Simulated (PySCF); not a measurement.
# H3P (PH3): the cost of one run

Programs: PySCF 2.14.0, with density-fitted response routines of our own. Each step states its level of theory. These are calculated values for one molecule in the gas phase, unless marked as measured. Atoms count from 0, in the outputs and in this text.

## (1) The molecule as given

4 atoms, charge 0, multiplicity 1; geometry from: GFN2-xTB.

Bonds of the start (Å): P0–H1 1.39, P0–H2 1.39, P0–H3 1.39.

## (2) NMR shieldings: WP04/def2-TZVPP

What the job is given:

```
{"job": {"kind": "nmr", "xc": "WP04", "basis": "def2-TZVPP", "pop": false}, "charge": 0, "multiplicity": 1}
P     -0.001477     0.003466     0.570380
H     -0.558658     1.008622    -0.205648
H      1.158342    -0.016325    -0.189555
H     -0.587973    -0.990990    -0.198030
```

Method: GIAO WP04/def2-TZVPP NMR shielding, non-relativistic, gas phase.

Run with:

```
$ OMP_NUM_THREADS=1 python probes_run.py task.json out
```

One launch serves the whole session: the jobs run in the order shown.

Q: Estimate the wall time of this first job on 1 thread of Intel Xeon at 2.30GHz, shared host.

About 1 s.
